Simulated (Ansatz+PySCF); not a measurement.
## doublet H₃O₂: levels of theory in one basis

| atom | x (Å) | y (Å) | z (Å) |
| --- | --- | --- | --- |
| O | 0.0000 | 0.0414 | 1.3951 |
| H | 0.7587 | -0.2809 | 1.8903 |
| H | -0.7587 | -0.2809 | 1.8903 |
| O | 0.0000 | -0.0063 | -1.5082 |
| H | 0.0000 | 0.0097 | -0.5350 |

Basis set: cc-pVTZ (spherical functions). Left uncorrelated: 2 orbitals. Correlation on ROHF uses semicanonical orbitals with singles. Charge 0, multiplicity 2.

Computed with Ansatz (development build ahead of 0.2.0) and PySCF 2.14.0; each method stands on the lowest determinant of its kind that the runs found.

```csv
method,E − E(ROHF) (eV),<S²> of the determinant
ROHF,0.00,0.75
UHF,-0.13,0.76
ROHF-MP2,-12.76,–
UHF-MP2,-12.75,0.76
ROHF-CCSD,-13.26,–
UHF-CCSD,-13.26,0.76
ROHF-CCSD(T),-13.62,–
UHF-CCSD(T),-13.62,0.76
```
